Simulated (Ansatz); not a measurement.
System: rhombohedral A7 Bi. Method: PBEsol (plane waves, PAW; Ansatz, an electronic-structure program).

Run with plane-wave cutoff 520 eV, 14×14×14 k mesh, Fermi–Dirac smearing 0.05 eV, scalar-relativistic PAW data made under PBE.

Starting structure:

```
Bi
1.0
    2.27500     1.31347     3.95333
   -2.27500     1.31347     3.95333
    0.00000    -2.62694     3.95333
Bi
2
Direct
  0.76600   0.76600   0.76600
  0.23400   0.23400   0.23400
```

Into what structure does the relaxation of cell and atoms lead at this level, with the symmetry of the start kept?

The volume drops by 2.8 %; final space group R-3m.
```
Bi
1.0
    2.26210     1.30602     3.88489
   -2.26210     1.30602     3.88489
    0.00000    -2.61204     3.88489
Bi
2
Direct
  0.76327   0.76327   0.76327
  0.23673   0.23673   0.23673
```

Note: the cell comes from a level without a dispersion term, which matters for the spacing of layers, chains or molecules.
